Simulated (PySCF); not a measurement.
H$_{6}$Si$_{2}$, charge +1, quartet, geometry from GFN2-xTB of the parent state (a state made from the parent by changing its charge; the spin is typed, not shown lowest); CAMB3LYP/STO-3G (PySCF).

PySCF was given this input:
```python
from pyscf import gto, scf, dft

mol = gto.Mole()
mol.atom = '''
    Si    0.01894810   -0.00753804    1.34261774
    Si   -0.01894810    0.00753804   -1.34261774
    H     0.04238232    1.42341562    1.61366679
    H    -1.22761254   -0.70825227    1.61962187
    H     1.25322158   -0.74221207    1.58441968
    H    -0.01132274   -1.42350399   -1.61410563
    H    -1.26883003    0.71535561   -1.58435019
    H     1.21216140    0.73519710   -1.61925253
'''
mol.basis = 'sto-3g'
mol.charge = 1
mol.spin = 3
mol.verbose = 3
mol.build()

mf = dft.UKS(mol)
mf.xc = 'camb3lyp'
mf.kernel()
mf.analyze()
```

It wrote (shortened):

```
converged SCF energy = -575.163398862088  <S^2> = 3.7535199  2S+1 = 4.0017596
**** MO energy ****
                             alpha | beta                alpha | beta
MO #1   energy= -65.6346662533959  | -65.628314318712   occ= 1 | 1
MO #2   energy= -65.6345618050415  | -65.6282116160239  occ= 1 | 1
MO #3   energy= -5.37839218354786  | -5.36860056793507  occ= 1 | 1
MO #4   energy= -5.37644353168287  | -5.36664591131332  occ= 1 | 1
MO #5   energy= -3.68196869359166  | -3.67317107886742  occ= 1 | 1
MO #6   energy= -3.68122901806622  | -3.67185066565317  occ= 1 | 1
MO #7   energy= -3.67983497525019  | -3.67033736093447  occ= 1 | 1
MO #8   energy= -3.67864675005563  | -3.66902144943028  occ= 1 | 1
MO #9   energy= -3.67533428972391  | -3.65763751288562  occ= 1 | 1
MO #10  energy= -3.67401944676576  | -3.6542325891514   occ= 1 | 1
MO #11  energy= -0.846758203150706 | -0.783463010563299 occ= 1 | 1
MO #12  energy= -0.801492915319656 | -0.736293664129832 occ= 1 | 1
MO #13  energy= -0.646931716370708 | -0.585662603559845 occ= 1 | 1
MO #14  energy= -0.631993840337199 | -0.566862688013056 occ= 1 | 1
MO #15  energy= -0.608961068718159 | -0.560317844640512 occ= 1 | 1
MO #16  energy= -0.589004941263245 | -0.443257883436181 occ= 1 | 0
MO #17  energy= -0.497607245328798 | -0.228705844077517 occ= 1 | 0
MO #18  energy= -0.235146614684445 | 0.0422090592318783 occ= 1 | 0
MO #19  energy= 0.0542639995730484 | 0.105362348977122  occ= 0 | 0
MO #20  energy= 0.063210922771302  | 0.117219327376063  occ= 0 | 0
MO #21  energy= 0.161278093806153  | 0.207995958965818  occ= 0 | 0
MO #22  energy= 0.182426507211143  | 0.210303065395334  occ= 0 | 0
MO #23  energy= 0.205748061213707  | 0.25209068892504   occ= 0 | 0
MO #24  energy= 0.227408884027683  | 0.252112852078616  occ= 0 | 0

To work with the spin densities directly, `use mulliken_meta_spin()` only printing them here.

 ** Mulliken spin pop alpha/beta on meta-lowdin orthogonal AOs **
 ** Mulliken Spin Density (per atom)  **
spin density of  0 Si =      1.12839
spin density of  1 Si =      1.12839
spin density of  2 H =      0.26137
spin density of  3 H =      0.05185
spin density of  4 H =      0.05838
spin density of  5 H =      0.26137
spin density of  6 H =      0.05187
spin density of  7 H =      0.05837
 ** Mulliken pop alpha/beta on meta-lowdin orthogonal AOs **
 ** Mulliken atomic charges   ( Nelec_alpha | Nelec_beta ) **
charge of  0Si =      0.44193  (     7.34323      6.21484 )
charge of  1Si =      0.44193  (     7.34323      6.21484 )
charge of  2H =      0.07668  (     0.59234      0.33098 )
charge of  3H =     -0.01050  (     0.53117      0.47932 )
charge of  4H =     -0.00812  (     0.53325      0.47487 )
charge of  5H =      0.07668  (     0.59234      0.33098 )
charge of  6H =     -0.01049  (     0.53118      0.47931 )
charge of  7H =     -0.00813  (     0.53325      0.47488 )

WARN: System has nonzero charge 1; the dipole moment is origin-dependent.
Location of origin: [0. 0. 0.]

Dipole moment(X, Y, Z, Debye):  0.04728, -0.00013, -0.00066
```
